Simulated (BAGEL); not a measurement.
# A workflow on CH5FSi (SMILES C[SiH2]F)

We compute the energy (HF/cc-pVTZ), then the energy (CASSCF(2,2)/cc-pVTZ) of CH5FSi. 

The calculation is run with BAGEL 1.2.2.

4 further runs of the same task are left out: 4 set aside as unsound or not needed.

### Step 1. Starting point

The species is CH5FSi (8 atoms), meant as a singlet with charge 0. SMILES: `C[SiH2]F`. The shape is that of a PBE0-D4/def2-TZVP optimisation.

Bond lengths: C1–Si2 1.853 Å, Si2–F3 1.604 Å, C1–H4 1.092 Å, C1–H5 1.094 Å, C1–H6 1.092 Å, Si2–H7 1.485 Å, Si2–H8 1.485 Å. Some angles: C1–Si2–F3 109.4°, C1–Si2–H7 111.5°, C1–Si2–H8 111.5°, F3–Si2–H7 107.3°, F3–Si2–H8 107.3°, Si2–C1–H4 111.0°, Si2–C1–H5 110.1°, Si2–C1–H6 111.1°, H7–Si2–H8 109.7°, H4–C1–H5 108.1°.

### Step 2. A single-point energy at HF/cc-pVTZ (density fitting with cc-pvtz-jkfit) (run 1)

The input, input.json:

```json
{ "bagel": [

{
  "title": "molecule",
  "basis": "cc-pvtz.json",
  "df_basis": "cc-pvtz-jkfit",
  "angstrom": true,
  "geometry": [
    { "atom": "C", "xyz": [   -0.521400,    0.700300,   -0.437000 ] },
    { "atom": "Si", "xyz": [    0.448400,   -0.642000,    0.395200 ] },
    { "atom": "F", "xyz": [    1.946500,   -0.649600,   -0.178800 ] },
    { "atom": "H", "xyz": [   -0.562400,    0.542500,   -1.517100 ] },
    { "atom": "H", "xyz": [   -1.546700,    0.713200,   -0.056500 ] },
    { "atom": "H", "xyz": [   -0.077200,    1.680300,   -0.248400 ] },
    { "atom": "H", "xyz": [    0.538700,   -0.420800,    1.860700 ] },
    { "atom": "H", "xyz": [   -0.133700,   -1.981200,    0.126000 ] }
  ]
},
{ "title": "hf" },
{ "title": "print", "file": "orbitals.molden", "orbitals": true }

]}
```

The basis set cc-pVTZ is read from a file made from the Basis Set Exchange's data (not shown).

Started as:

```sh
BAGEL_NUM_THREADS=1 BAGEL input.json > input.out
```

What it wrote:

```text
* using 1 threads per process

  ===============================================================
  ===============================================================

  *** Geometry ***

  { "atom" : "C", "xyz" : [     -0.985303,      1.323375,     -0.825810 ] },
  { "atom" : "Si", "xyz" : [      0.847353,     -1.213204,      0.746820 ] },
  { "atom" : "F", "xyz" : [      3.678352,     -1.227566,     -0.337883 ] },
  { "atom" : "H", "xyz" : [     -1.062782,      1.025176,     -2.866904 ] },
  { "atom" : "H", "xyz" : [     -2.922839,      1.347753,     -0.106770 ] },
  { "atom" : "H", "xyz" : [     -0.145887,      3.175307,     -0.469408 ] },
  { "atom" : "H", "xyz" : [      1.017995,     -0.795197,      3.516213 ] },
  { "atom" : "H", "xyz" : [     -0.252656,     -3.743925,      0.238105 ] },

  Number of auxiliary basis functions:      429

  Since a DF basis is specified, we compute 2- and 3-index integrals:
    o Being stored without compression. Storage requirement is 0.092 GB

  Number of basis functions:      164
  Number of electrons      :       34

    * METHOD: MOLECULE                             0.30

  *** RHF ***

  === Nuclear Repulsion ===
   115.9591154190

      * DIIS with orbital gradients will be used.

  === RHF iteration (cc-pvtz.json) ===
      0       -429.04429334          0.01556391           0.10
      1       -429.21292814          0.00845529           0.11
      2       -429.28821965          0.00154537           0.10
      3       -429.29078259          0.00059796           0.10
      4       -429.29111842          0.00007429           0.10
      5       -429.29112513          0.00001125           0.10
      6       -429.29112528          0.00000200           0.10
      7       -429.29112528          0.00000035           0.10
      8       -429.29112528          0.00000008           0.10
      9       -429.29112528          0.00000003           0.10
     10       -429.29112528          0.00000001           0.10
    * SCF iteration converged.

    * Permanent dipole moment:
           (    0.667776,    -0.235523,    -0.047214) a.u.

    * METHOD: HF                                   1.34

    * METHOD: PRINT                                0.07

  ===============================================================
```

It took 1.9 s on 1 thread of Arm Neoverse V1, shared host; peak memory 0.19 GiB.

### Step 3. A single-point energy at CASSCF(2,2)/cc-pVTZ (density fitting with cc-pvtz-jkfit, 2 states averaged) (run 2)

The input, casscf.json:

```json
{ "bagel": [

{
  "title": "molecule",
  "basis": "cc-pvtz.json",
  "df_basis": "cc-pvtz-jkfit",
  "angstrom": "true",
  "geometry": [
    { "atom": "C", "xyz": [   -0.521400,    0.700300,   -0.437000 ] },
    { "atom": "Si", "xyz": [    0.448400,   -0.642000,    0.395200 ] },
    { "atom": "F", "xyz": [    1.946500,   -0.649600,   -0.178800 ] },
    { "atom": "H", "xyz": [   -0.562400,    0.542500,   -1.517100 ] },
    { "atom": "H", "xyz": [   -1.546700,    0.713200,   -0.056500 ] },
    { "atom": "H", "xyz": [   -0.077200,    1.680300,   -0.248400 ] },
    { "atom": "H", "xyz": [    0.538700,   -0.420800,    1.860700 ] },
    { "atom": "H", "xyz": [   -0.133700,   -1.981200,    0.126000 ] }
  ]
},
{
  "title": "hf"
},
{
  "title": "casscf",
  "nstate": 2,
  "nact": 2,
  "nclosed": 16,
  "active": [15, 37],
  "maxiter": 200,
  "natocc": "true"
},
{
  "title": "print",
  "file": "orbitals.molden",
  "orbitals": "true"
}

]}
```

The basis set cc-pVTZ is read from a file made from the Basis Set Exchange's data (not shown).

Started as:

```sh
BAGEL_NUM_THREADS=1 BAGEL casscf.json > casscf.out
```

What it wrote:

```text
* using 1 threads per process

  ===============================================================
  ===============================================================

  *** Geometry ***

  { "atom" : "C", "xyz" : [     -0.985303,      1.323375,     -0.825810 ] },
  { "atom" : "Si", "xyz" : [      0.847353,     -1.213204,      0.746820 ] },
  { "atom" : "F", "xyz" : [      3.678352,     -1.227566,     -0.337883 ] },
[... 4 lines of this table left out ...]
  { "atom" : "H", "xyz" : [     -0.252656,     -3.743925,      0.238105 ] },

  Number of auxiliary basis functions:      429

  Since a DF basis is specified, we compute 2- and 3-index integrals:
    o Being stored without compression. Storage requirement is 0.092 GB

  Number of basis functions:      164
  Number of electrons      :       34

    * METHOD: MOLECULE                             0.31

  *** RHF ***

  === Nuclear Repulsion ===
   115.9591154190

      * DIIS with orbital gradients will be used.

  === RHF iteration (cc-pvtz.json) ===
      0       -429.04429334          0.01556391           0.10
      1       -429.21292814          0.00845529           0.10
      2       -429.28821965          0.00154537           0.10
[... 7 lines of this table left out ...]
     10       -429.29112528          0.00000001           0.10
    * SCF iteration converged.

    * Permanent dipole moment:
           (    0.667776,    -0.235523,    -0.047214) a.u.

    * METHOD: HF                                   1.32

  ---------------------------
      CASSCF calculation
  ---------------------------

    ==== Active orbitals : =====
         Orbital 15
         Orbital 37
    ============================

    * nstate   :      2
    * nclosed  :     16
    * nact     :      2
    * nvirt    :    146
  === CASSCF iteration (cc-pvtz.json) ===

    * Using the second-order algorithm

      0  0      -429.29255998     3.20e-03      0.03
      0  1      -428.36923749     0.00e+00      0.03

[... 28 lines of this table left out ...]
     10  1      -428.85265577     0.00e+00      0.87

    * Second-order optimization converged. *

     guess   0:   closed 1.                   open ..
     guess   1:   closed ..                   open 11

  === FCI iteration ===

      0  0      -429.28343396     5.93e-03      0.00
      0  1      -428.85265571     9.31e-05      0.00

      1  0 *    -429.28356917     1.12e-16      0.00
      1  1 *    -428.85265577     3.84e-16      0.00

     * ci vector, state   0, <S^2> = 0.0000
       2.     0.9995766945

     * ci vector, state   1, <S^2> = 0.0000
       ab    -0.7068534076
       ba    -0.7068534076

    * METHOD: CASSCF                               9.53

    * METHOD: PRINT                                0.07

  ===============================================================
```

Run time: 11 s. Hardware: 1 thread of Arm Neoverse V1, shared host; peak memory 0.2 GiB.

### Step 4. Summary of results

```
                                                                     quantity          value
                                              run 1, HF/cc-pVTZ: total energy  -429.29113 Eh
                                             run 1, HF/cc-pVTZ: dipole moment         1.80 D
                                               run 1, HF/cc-pVTZ: HOMO energy      -12.61 eV
                                               run 1, HF/cc-pVTZ: LUMO energy        3.65 eV
                                             run 1, HF/cc-pVTZ: HOMO–LUMO gap       16.26 eV
                  run 2, CASSCF(2,2)/cc-pVTZ: energy of the lowest of 2 roots  -429.28357 Eh
run 2, CASSCF(2,2)/cc-pVTZ: lowest excitation energy within this active space       11.73 eV
```

**Reading.** The orbitals (run 2, CASSCF(2,2)/cc-pVTZ) are averaged over several states, so each root lies above its own optimum (it can stand above Hartree-Fock), and forces and dipoles share that bias. The basis has no diffuse functions, so Rydberg states are missing or pushed up, and the true lowest state may lie lower.
